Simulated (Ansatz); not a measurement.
Two shapes of doublet C₂H₆(+).

Shape 1:

```xyz
8

C    -0.8554    0.5947    0.4545
C     0.8796   -0.6102   -0.4531
H    -1.2851    0.0789    1.3509
H    -0.4361    1.5983    0.6307
H    -1.4210    0.4378   -0.4755
H     1.2312   -0.0603   -1.3361
H     1.3699   -0.4919    0.5166
H     0.4185   -1.5980   -0.6546
```

Shape 2:

```xyz
8

C    -1.1308    0.7887    0.5884
C     1.1367   -0.7868   -0.5768
H    -0.8580   -0.1277    1.1952
H    -0.3856    1.5771    0.5992
H    -1.7635    0.5991   -0.2840
H     0.9127    0.0584   -1.2212
H     1.7961   -0.7528    0.2865
H     0.3932   -1.5972   -0.6642
```

Basis set: def2-SVP (spherical functions). Frozen core: 2 orbitals. Charge 1, multiplicity 2.

Computed with Ansatz (development build ahead of 0.2.0); each method stands on the lowest determinant of its kind that the runs found.

Problem. Which shape is lower in energy, and by how much in each method?

Solution.

```csv
method,E(2) − E(1) (eV)
UHF,1.055
UHF-MP2,1.308
PBE0 (unrestricted),0.911
```

Shape 1 is lower. Caution for UHF-MP2: bonds are stretched, where a single reference can fail. Caution for PBE0 (unrestricted): charge can spread falsely over distant fragments.
